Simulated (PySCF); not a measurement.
Some computed properties have been withheld. Give your best values.

Species: cis-2,trans-4-hexadiene, C6H10.
SMILES with atom numbers: `[CH3:1]/[CH:2]=[CH:3]\[CH:4]=[CH:5]\[CH3:6]` (hydrogens: H7, H8, H9 on C1; H10 on C2; H11 on C3; H12 on C4; H13 on C5; H14, H15, H16 on C6)

Conformer (atom-mapped SMILES and torsion angles): `[CH3:1]/[CH:2]=[CH:3]\[CH:4]=[CH:5]\[CH3:6]`: C2–C3–C4–C5 180°.

```tsv
property	level	value
rotational constants A, B, C	PBE0-D3(BJ)/def2-TZVP	11.163, 1.487, 1.334 GHz
dipole moment	PBE0/pcSseg-2	?
HOMO energy	PBE0/pcSseg-2	?
LUMO energy	PBE0/pcSseg-2	-0.46 eV
13C chemical shifts (computed TMS as zero) by class	GIAO PBE0/pcSseg-2	141.8 (C5), 140.9 (C3), 137.7 (C4), 135.9 (C2), 22.3 (C6), 16.2 (C1) ppm
1H chemical shifts (computed TMS as zero) by class	GIAO PBE0/pcSseg-2	?
```

Gas-phase values; electronic properties from PySCF, density fitting. One conformer (not necessarily the lowest) at the PBE0-D3(BJ)/def2-TZVP geometry, without solvent or vibrations. NMR classes are plain means over equivalent atoms (diastereotopic ones count apart unless rotation or inversion swaps them), as if these changed places fast; in this geometry the members of some classes differ.

Q: Give the 1H chemical shifts (computed TMS as zero) by class.

A: 6.91 (H12), 6.37 (H11), 6.04 (H13), 5.65 (H10), 1.91 (H14/H15/H16), 1.88 (H7/H8/H9) ppm.

Q: The HOMO energy?

A: -6.18 eV.

Q: Give the dipole moment.

A: 0.34 D.

The dipole equals about 1.1 × 10⁻³⁰ C·m (1 D = 3.33564 × 10⁻³⁰ C·m). The rotational constants make it an asymmetric top with κ = (2B − A − C)/(A − C) = -0.97, nearer the prolate limit (−1). With B = h/(8π²I), that is 505.379 GHz u Å² over I, the principal moments of inertia are 45.3, 339.8 and 378.9 u Å² (most abundant isotopes); the inertial defect Ic − Ia − Ib is -6.2 u Å² (zero for a rigid planar frame, negative otherwise).

For the geometry optimisation (PBE0-D3(BJ)/def2-TZVP), on Arm Neoverse V1, one thread, shared host, this took 4.0 min wall and 1.3 GiB of memory at its peak.
